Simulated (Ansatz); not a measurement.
Basis-set extrapolation for C3H8N2, SMILES `C=NCNC` (PBE0-D4/def2-TZVP geometry, frozen core, Ansatz). Multiplicity 1, RHF reference.

```tsv
	def2-TZVPP	def2-QZVPP
HF	-227.207550	-227.218401
MP2 correlation	-0.924247	-0.985289
CCSD(T) correlation	-1.005555	not run
```

Energies in hartree. Use E(X) = E(∞) + A·exp(−7.88·√X) for Hartree–Fock and E(X) = E(∞) + B·X^(−2.97) for correlation, with X = 3 and 4, and add CCSD(T) minus MP2 of the smaller set to the MP2 limit.

Q: What is the CCSD(T) energy at the basis-set limit?

A: HF limit: -227.218401 + (-0.010851) × 0.13774 = -227.21990. MP2 limit: -0.985289 + (-0.061042) × 0.74074 = -1.03051. Higher-order term: -1.005555 − (-0.924247) = -0.08131. Total: -228.33172 hartree, 3.23 eV below CCSD(T)/def2-TZVPP.
